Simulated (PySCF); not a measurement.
## Structure elucidation problem

The spectra below were simulated for a compound C6H6.

¹H NMR (500 MHz, computed): δ 6.10 (t, J = 1.6 Hz, 2H), 3.98 (t, J = 1.7 Hz, 2H), 2.01 (quint, J = 1.6 Hz, 2H).

¹³C{¹H} NMR (computed): δ 134.4, 52.5, 38.8.

Level of theory: PBE0-D3(BJ)/def2-SVP geometry, spin–spin couplings from B3LYP/pcJ-1 (without the spin–dipole term), NMR shieldings at KT2/pcSseg-2/GIAO, in PySCF 2.14.0 with density-fitted response routines (fast rotation and ring inversion assumed for equivalent nuclei, gas phase, a single conformation, no relativistic terms).

δ = σ(ref) − σ, references computed at the same level: ¹H, ¹³C vs TMS.

Q: Which of these isomers gave the spectra?
A. C12C3C1C1C2C31
B. C1=CC2C3C1C23
C. C=C1C=CC1=C

A: B. 

Rings plus π bonds: 4 (3 rings in the answer). 3 carbon signals for 6 carbons: some carbons are equivalent by symmetry or fast rotation. Carbon types of the structure: 6 × CH, which accounts for all hydrogens. δC 134.4: alkene CH; an sp2 carbon of a C=C bond. δC 52.5, 38.8: three-membered-ring carbon; saturated and bonded to C and H only. δH 6.10: hydrogen on an alkene CH; a vinylic proton, deshielded by the sp2 carbon and the C=C anisotropy. δH 3.98, 2.01: hydrogen on a three-membered-ring carbon.

The others: C=C1C=CC1=C has carbons computed at 154.4, 147.7, 93.1, with a different DEPT pattern; C12C3C1C1C2C31 would give 1 carbon signal, not 3.

Multiplet labels drop couplings under 1 Hz and merge nearly equal ones. Unscaled 3J(H,H) at this level run about 10 % above measured values. Shifts are as computed. Against solution values, carbons near 30 ppm lie about +3 ppm off and those near 130 ppm about -1 ppm. Of 1211 compounds with measured shifts, 218 miss one by over three times the rms of a fit or turn the order of signals round; such compounds aren't used in these exercises.
